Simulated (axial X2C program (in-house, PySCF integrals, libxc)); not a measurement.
## Potential curves of LiSi, with spin–orbit coupling

All values were computed with an in-house relativistic program for diatomic molecules. Two-component (2c) means X2C with spin–orbit coupling and atomic mean-field two-electron Coulomb and Gaunt terms. Basis: Si dyall-v3z [8s7p2d1f], Li dyall-cv3z [7s8p2d] (cores contracted in-house); Gaussian nuclei, density fitting, unrestricted open shells. Masses: Si 27.977 u, Li 7.016 u.

State: Ω = 3/2 (⟨Sz⟩ = 1.50, ⟨Lz⟩ = 0.00 at HF). Energies in cm⁻¹ from the fragments at the same level (Si + Li). Fits are polynomials in 1 − R0/R over 0.85 to 1.23 times the lowest point R0.

```json
{"R (Å)": "2.0602", "HF": "-7516", "MP2": "-11879", "CCSD": ""}
{"R (Å)": "2.1549", "HF": "-8959", "MP2": "-13312", "CCSD": "-12932"}
{"R (Å)": "2.2259", "HF": "-9626", "MP2": "-13972", "CCSD": "-13573"}
{"R (Å)": "2.2970", "HF": "-10012", "MP2": "-14352", "CCSD": "-13938"}
{"R (Å)": "2.3680", "HF": "-10171", "MP2": "-14505", "CCSD": "-14078"}
{"R (Å)": "2.4509", "HF": "-10130", "MP2": "-14456", "CCSD": "-14017"}
{"R (Å)": "2.5338", "HF": "-9901", "MP2": "-14216", "CCSD": "-13769"}
{"R (Å)": "2.6403", "HF": "-9404", "MP2": "-13699", "CCSD": "-13248"}
{"R (Å)": "2.7706", "HF": "-8588", "MP2": "-12844", "CCSD": ""}
{"R (Å)": "2.9600", "HF": "-7186", "MP2": "-11343", "CCSD": ""}
```

Correlated methods: 5 electrons correlated (number of frozen shells: Si 2 s, 1 p; Li 1 s), 143 virtual spin orbitals or spinors in MP2, 61 natural virtuals in coupled cluster.

One determinant describes the state; a PBE0 search over occupations chose it and may have missed a lower one. De is counted from the lowest determinant-based energies of the atoms at the same level, without counterpoise correction. CCSD ran in a truncated set of natural virtual spinors with an MP2 remainder; without triples it tends to underbind. In 2c an atomic determinant is not the ground J level, so De misses part of the atomic spin–orbit lowering. This holds for MP2, CCSD. Other states lie close and PBE0, whose exact exchange favours high spin, may order them wrongly; the determinant shown need not be the ground state. The nearest other 2c determinant of the search, Ω = 1/2, lies 0.53 eV up at the distance of the search. With several unpaired electrons one determinant need not be a pure state. This is the top spin component of a Σ state; components of lower Ω are not single determinants and can lie lower. Coupled cluster ran on the points near the minimum only. MP2 and coupled cluster on one determinant become unreliable at the stretched end.

(1) Fit the HF curve near its minimum: give the equilibrium distance, the harmonic wavenumber and the well depth.

(2) What are Re, ωe and De at the MP2 level?

(3) Fit the CCSD curve near its minimum: give the equilibrium distance, the harmonic wavenumber and the well depth.

## Answers

(1) At HF, 2c: Re = 2.393 Å, ωe ≈ 445 cm⁻¹, De = 1.26 eV to Si + Li; Be follows as 0.525 cm⁻¹.

(2) At MP2, 2c: Re = 2.390 Å, ωe ≈ 449 cm⁻¹, De = 1.80 eV to Si + Li; Be follows as 0.526 cm⁻¹.

(3) At CCSD, 2c: Re = 2.386 Å, ωe ≈ 449 cm⁻¹, De = 1.75 eV to Si + Li; Be follows as 0.528 cm⁻¹.
